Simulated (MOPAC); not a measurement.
MOPAC input (PM7):

```
PM7 PRECISE GNORM=0.05 LET XYZ CHARGE=-1 GEO-OK AUX(PRECISION=9) THREADS=1
C4H5

C     0.04909858 1    1.10763595 1    0.28954788 1
C     0.03506176 1   -1.10688107 1    0.29443337 1
C     0.83295606 1   -0.00625608 1   -0.44256257 1
C    -0.69559174 1    0.00362713 1   -0.35442763 1
H     0.01183467 1    1.17045808 1    1.39196549 1
H     0.06324781 1    2.09009786 1   -0.18549049 1
H    -0.00296470 1   -1.16436125 1    1.39711638 1
H     0.03674236 1   -2.09152973 1   -0.17626532 1
H    -1.43800807 1    0.00657945 1   -1.14927239 1
```

Output:

```
 *******************************************************************************
 **                                                                           **
 **                              MOPAC v23.2.5                                **
 **                                                                           **
 *******************************************************************************
 ** MOPAC's Digital Object Identifier: https://doi.org/10.5281/zenodo.6511958 **
 **                                                                           **
 ** Please cite the open-source release paper for use of this MOPAC version:  **
 ** J. E. Moussa and J. J. P. Stewart (2026)                                  **
 ** MOPAC: An open-source semiempirical molecular orbital program             **
 ** J. Open Source Softw., 11(119), 8025, https://doi.org/10.21105/joss.08025 **
 *******************************************************************************

                              PM7 CALCULATION RESULTS

 *******************************************************************************
 *  PM7        - The PM7 Hamiltonian to be used
 *  GEO-OK     - OVERRIDE INTERATOMIC DISTANCE AND OTHER SAFETY CHECKS
 *
 *
 *
 *                 CHARGE ON SYSTEM = -1
 *
 *
 *
 *  LET        - OVERRIDE SOME SAFETY CHECKS
 *  PRECISE    - TIGHTER CRITERIA TO BE USED
 *  XYZ        - CARTESIAN COORDINATE SYSTEM TO BE USED
 *  GNORM      - EXIT WHEN GRADIENT NORM DROPS BELOW 0.050
 *  AUX        - OUTPUT AUXILIARY INFORMATION
 *******************************************************************************
PM7 PRECISE GNORM=0.05 LET XYZ CHARGE=-1 GEO-OK AUX(PRECISION=9) THREADS=1
 C4H5

   ATOM   CHEMICAL          X               Y               Z
  NUMBER   SYMBOL      (ANGSTROMS)     (ANGSTROMS)     (ANGSTROMS)

     1       C          0.04909858  *   1.10763595  *   0.28954788  *
     2       C          0.03506176  *  -1.10688107  *   0.29443337  *
     3       C          0.83295606  *  -0.00625608  *  -0.44256257  *
     4       C         -0.69559174  *   0.00362713  *  -0.35442763  *
     5       H          0.01183467  *   1.17045808  *   1.39196549  *
     6       H          0.06324781  *   2.09009786  *  -0.18549049  *
     7       H         -0.00296470  *  -1.16436125  *   1.39711638  *
     8       H          0.03674236  *  -2.09152973  *  -0.17626532  *
     9       H         -1.43800807  *   0.00657945  *  -1.14927239  *

          CARTESIAN COORDINATES

    NO.       ATOM           X           Y           Z

     1         C          0.0491      1.1076      0.2895
     2         C          0.0351     -1.1069      0.2944
     3         C          0.8330     -0.0063     -0.4426
     4         C         -0.6956      0.0036     -0.3544
     5         H          0.0118      1.1705      1.3920
     6         H          0.0632      2.0901     -0.1855
     7         H         -0.0030     -1.1644      1.3971
     8         H          0.0367     -2.0915     -0.1763
     9         H         -1.4380      0.0066     -1.1493

 General Reference for PM7:
 "Optimization of Parameters for Semiempirical Methods VI: More Modifications to the
 NDDO Approximations and Re-optimization of Parameters", J. J. P. Stewart, J. Mol. Mod., 1:32, 19 (2013)
 https://link.springer.com/article/10.1007/s00894-012-1667-x

           Empirical Formula: C4 H5  =     9 atoms

      MOLECULAR POINT GROUP   :   Cs

      RHF CALCULATION, NO. OF DOUBLY OCCUPIED LEVELS = 11

          Geometry optimization using EF

          DIAGONAL MATRIX USED AS START HESSIAN

 CYCLE:     1  GRAD.:    93.796 HEAT:  103.0051
 CYCLE:     2  GRAD.:   239.914 HEAT:  116.0502
 CYCLE:     3  GRAD.:   218.670 HEAT:  109.8486
 CYCLE:     4  GRAD.:   100.288 HEAT:  102.5752
 CYCLE:     5  GRAD.:   156.628 HEAT:  106.2951
 CYCLE:     6  GRAD.:   165.625 HEAT:  106.6000
 CYCLE:     7  GRAD.:   105.251 HEAT:  101.2658
 CYCLE:     8  GRAD.:    83.092 HEAT:  101.3529
 CYCLE:     9  GRAD.:    98.359 HEAT:  101.0087
 CYCLE:    10  GRAD.:    18.678 HEAT:  98.14502
 CYCLE:    11  GRAD.:     7.445 HEAT:  98.04197
 CYCLE:    12  GRAD.:     8.351 HEAT:  98.01983
 CYCLE:    13  GRAD.:     1.819 HEAT:  97.99042
 CYCLE:    14  GRAD.:     1.261 HEAT:  97.98118
 CYCLE:    15  GRAD.:     6.611 HEAT:  97.98474
 CYCLE:    16  GRAD.:     5.004 HEAT:  97.98929
 CYCLE:    17  GRAD.:     0.660 HEAT:  97.97114
 CYCLE:    18  GRAD.:     0.507 HEAT:  97.97086
 CYCLE:    19  GRAD.:     0.721 HEAT:  97.97090
 CYCLE:    20  GRAD.:     0.433 HEAT:  97.97079
 CYCLE:    21  GRAD.:     0.207 HEAT:  97.97069
 CYCLE:    22  GRAD.:     0.173 HEAT:  97.97067
 CYCLE:    23  GRAD.:     0.095 HEAT:  97.97066
 CYCLE:    24  GRAD.:     0.074 HEAT:  97.97065
 CYCLE:    25  GRAD.:     0.043 HEAT:  97.97065

     GRADIENT =  0.04258 IS LESS THAN CUTOFF =  0.05000

 -------------------------------------------------------------------------------
 PM7 PRECISE GNORM=0.05 LET XYZ CHARGE=-1 GEO-OK AUX(PRECISION=9) THREADS=1
 C4H5

     GEOMETRY OPTIMISED USING EIGENVECTOR FOLLOWING (EF).
     SCF FIELD WAS ACHIEVED

                              PM7 CALCULATION
                                                       MOPAC v23.2.5 Linux

          FINAL HEAT OF FORMATION =         97.97065 KCAL/MOL =     409.90919 KJ/MOL

          COSMO AREA              =         97.32 SQUARE ANGSTROMS
          COSMO VOLUME            =         82.71 CUBIC ANGSTROMS

          GRADIENT NORM           =          0.04258          =       0.01419 PER ATOM
          IONIZATION POTENTIAL    =          2.403653 EV
          HOMO LUMO ENERGIES (EV) =         -2.404  8.787
          NO. OF FILLED LEVELS    =         11
          MOLECULAR WEIGHT        =         53.0835         POINT GROUP:  Cs

          MOLECULAR DIMENSIONS (Angstroms)

            Atom       Atom       Distance
            H     8    H     6     4.22214
            H     9    H     5     2.78093
            H     7    C     3     1.65585

          SCF CALCULATIONS        =         26

   ATOM   CHEMICAL          X               Y               Z
  NUMBER   SYMBOL      (ANGSTROMS)     (ANGSTROMS)     (ANGSTROMS)

     1       C          0.05267642  *   1.15797168  *   0.28083807  *
     2       C          0.03802439  *  -1.15729384  *   0.28594936  *
     3       C          0.82482002  *  -0.00611274  *  -0.39455662  *
     4       C         -0.67473995  *   0.00344250  *  -0.38732326  *
     5       H         -0.01443794  *   1.27031668  *   1.34721115  *
     6       H          0.10084289  *   2.10999319  *  -0.21717216  *
     7       H         -0.03050075  *  -1.26409037  *   1.35277956  *
     8       H          0.07409007  *  -2.11205510  *  -0.20788657  *
     9       H         -1.52561623  *   0.00748854  *  -0.98968589  *

                             CARTESIAN COORDINATES

   1    C        0.052676419     1.157971677     0.280838070
   2    C        0.038024391    -1.157293845     0.285949357
   3    C        0.824820022    -0.006112744    -0.394556616
   4    C       -0.674739947     0.003442502    -0.387323263
   5    H       -0.014437936     1.270316679     1.347211149
   6    H        0.100842891     2.109993185    -0.217172155
   7    H       -0.030500752    -1.264090375     1.352779562
   8    H        0.074090069    -2.112055104    -0.207886574
   9    H       -1.525616233     0.007488540    -0.989685893

           Empirical Formula: C4 H5  =     9 atoms

      MOLECULAR POINT GROUP   :   Cs

                  EIGENVALUES
 -24.68238 -17.17497 -13.80162 -12.40397  -9.86823  -8.68836  -6.66302  -6.53223
  -5.00666  -3.31413  -2.40365   8.78732   9.46647  10.81088  10.99983  11.68764
  11.77071  11.98884  12.20759  12.38929  12.47305

              NET ATOMIC CHARGES AND DIPOLE CONTRIBUTIONS

  ATOM NO.   TYPE          CHARGE      No. of ELECS.   s-Pop       p-Pop
    1          C          -0.493650        4.4937     1.04516     3.44849
    2          C          -0.493641        4.4936     1.04516     3.44848
    3          C          -0.121180        4.1212     1.50855     2.61263
    4          C          -0.428992        4.4290     1.01936     3.40963
    5          H           0.099297        0.9007     0.90070
    6          H           0.107123        0.8929     0.89288
    7          H           0.099298        0.9007     0.90070
    8          H           0.107122        0.8929     0.89288
    9          H           0.124624        0.8754     0.87538
 DIPOLE           X         Y         Z       TOTAL
 POINT-CHG.    -0.015     0.000     0.044     0.046
 HYBRID        -2.288     0.017     1.304     2.634
 SUM           -2.303     0.017     1.348     2.669

          ATOMIC ORBITAL ELECTRON POPULATIONS

     Atom    s        px        py        pz
    1  C   1.04516   1.32395   1.04440   1.08014
    2  C   1.04516   1.32630   1.04249   1.07968
    3  C   1.50855   1.00188   0.71170   0.89905
    4  C   1.01936   1.15321   0.96904   1.28738
    5  H   0.90070
    6  H   0.89288
    7  H   0.90070
    8  H   0.89288
    9  H   0.87538

 **********************
 *                    *
 * JOB ENDED NORMALLY *
 *                    *
 **********************

 == MOPAC DONE ==
```

The dipole moment of an ion depends on the origin.
